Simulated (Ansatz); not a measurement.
System: hcp Co. Method: HSE06 (PAW; Ansatz, a program for electronic structure).

Run with plane-wave cutoff 500 eV, 12×12×6 k mesh (along the axes of the cell as run), Fermi–Dirac smearing 0.1 eV, spin-polarised with parallel moments, scalar-relativistic PAW data made under PBE.

Cell (relaxed with r²SCAN):

```cif
data_Co2
_chemical_formula_sum 'Co2'
_space_group_name_H-M_alt 'P 1'
_space_group_IT_number 1
_cell_length_a 2.47067
_cell_length_b 2.47067
_cell_length_c 4.02297
_cell_angle_alpha 90.000
_cell_angle_beta 90.000
_cell_angle_gamma 120.000
loop_
_space_group_symop_operation_xyz
  'x, y, z'
loop_
_atom_site_label
_atom_site_type_symbol
_atom_site_fract_x
_atom_site_fract_y
_atom_site_fract_z
_atom_site_occupancy
Co1 Co 0.33333 0.66667 0.25000 1
Co2 Co 0.66667 0.33333 0.75000 1
```

Q: What does this level give for the magnetic moment per atom (the cell's total over its atoms)?

A: 
- magnetic moment per atom (the cell's total over its atoms): 1.85 μB

Note: exact exchange on metals is sensitive to the k mesh and can open a false gap; the run warned that the count of filled bands differs between k points; cell and atoms aren't relaxed at this level (pressure 3.2 GPa).

Moments are spin moments.

The computed numbers hold no vibrational or temperature effects.

Computing time: roughly 8 core-minutes.
